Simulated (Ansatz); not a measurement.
# CH4LiO+ (SMILES [Li][CH2][OH2+]): functionals against CCSD(T) at one geometry

A test off equilibrium: a structure displaced at random from a GFN2-xTB minimum is computed at several levels, and each is set against CCSD(T).

Method: single points in def2-TZVPP; program: Ansatz 0.2.0, Gaussian basis.

Correlated methods freeze the cores. The outer core shell of Li, Na, Mg and K is correlated.

**1. The system as given**

7 atoms, charge 1, spin multiplicity 1.

Atoms are counted from 1 here; the program's logs count them from 0.

Bond lengths: Li1–C2 1.923 Å, C2–H5 1.158 Å, O3–H6 0.892 Å, O3–H7 1.094 Å. Angles: Li1–C2–H5 106.7°, H6–O3–H7 100.4°.

Geometry (Å):

```xyz
7

Li   -1.4052   -1.7435    0.7476
C    -0.4627   -0.2827   -0.0739
O     0.7759    0.8044    0.0291
H    -1.2610    0.7700   -0.4528
H    -0.0548   -0.6753   -1.0836
H     0.9190    1.2837    0.7681
H     1.5772    0.0647    0.1143
```

**2. CCSD(T)/def2-TZVPP**

File run/in.yaml:

```yaml
crystal:
  periodic: [false, false, false]
  atoms:
    - {symbol: Li, position_ang: [-1.405200, -1.743500, 0.747600]}
    - {symbol: C, position_ang: [-0.462700, -0.282700, -0.073900]}
    - {symbol: O, position_ang: [0.775900, 0.804400, 0.029100]}
    - {symbol: H, position_ang: [-1.261000, 0.770000, -0.452800]}
    - {symbol: H, position_ang: [-0.054800, -0.675300, -1.083600]}
    - {symbol: H, position_ang: [0.919000, 1.283700, 0.768100]}
    - {symbol: H, position_ang: [1.577200, 0.064700, 0.114300]}
basis:
  gaussian: {orbitals: def2-TZVPP}
total_charge: 1
correlation: {method: ccsd_t}
output: {forces: true}
```

The command line of these runs was not kept.

**3. PBE0-D4/def2-TZVPP**

Edit run/in.yaml of step 2 so:

```diff
@@ -13,3 +13,3 @@
 total_charge: 1
-correlation: {method: ccsd_t}
-output: {forces: true}
+hamiltonian: {xc: pbe0, dispersion: d4}
+output: {forces: true, orbitals: {seedname: orbitals}}
```

**4. wB97M-V/def2-TZVPP**

Edit run/in.yaml of step 3 so:

```diff
@@ -13,3 +13,3 @@
 total_charge: 1
-hamiltonian: {xc: pbe0, dispersion: d4}
-output: {forces: true, orbitals: {seedname: orbitals}}
+hamiltonian: {xc: {name: wB97M-V}}
+output: {forces: true}
```

**5. r2SCAN-D4/def2-TZVPP**

Edit run/in.yaml of step 4 so:

```diff
@@ -13,3 +13,3 @@
 total_charge: 1
-hamiltonian: {xc: {name: wB97M-V}}
+hamiltonian: {xc: r2scan, dispersion: d4}
 output: {forces: true}
```

**6. PBE-D4/def2-TZVPP**

Edit run/in.yaml of step 5 so:

```diff
@@ -13,3 +13,3 @@
 total_charge: 1
-hamiltonian: {xc: r2scan, dispersion: d4}
+hamiltonian: {xc: pbe, dispersion: d4}
 output: {forces: true}
```

**7. revPBE-D4/def2-TZVPP**

Edit run/in.yaml of step 6 so:

```diff
@@ -13,3 +13,3 @@
 total_charge: 1
-hamiltonian: {xc: pbe, dispersion: d4}
+hamiltonian: {xc: {name: revPBE}, dispersion: d4}
 output: {forces: true}
```

**8. B97M-V/def2-TZVPP**

Edit run/in.yaml of step 7 so:

```diff
@@ -13,3 +13,3 @@
 total_charge: 1
-hamiltonian: {xc: {name: revPBE}, dispersion: d4}
+hamiltonian: {xc: {name: B97M-V}}
 output: {forces: true}
```

(Steps that only read results are left out.)

**Question.** What will these runs give? Wanted: energy less free atoms, CCSD(T)/def2-TZVPP; RMS force component; RMS force error; HOMO and LUMO, PBE0-D4; T1 diagnostic.

The runs gave:

| quantity | value |
| --- | --- |
| energy less free atoms, CCSD(T)/def2-TZVPP | -1289.8 kJ/mol |
| RMS force component | 2.682 to 2.790 eV/Å over the methods |
| RMS force error | PBE0-D4 0.094, wB97M-V 0.082, r2SCAN-D4 0.043, PBE-D4 0.230, revPBE-D4 0.242, B97M-V 0.099 eV/Å |
| HOMO and LUMO, PBE0-D4 | -12.04 and -5.65 eV |
| T1 diagnostic | 0.012 |

What this shows: Against CCSD(T) the functionals' energies less atoms differ by -84.5 to -21.1 kJ/mol, PBE-D4 by -84.5 kJ/mol. A larger basis would deepen the CCSD(T) value, while the functionals are nearly converged already, so the order here is not reliable. On forces the order runs from r2SCAN-D4 to revPBE-D4. Frozen-core CCSD(T) forces in triple zeta carry basis errors of their own, and this is one geometry, so small gaps rank nothing.
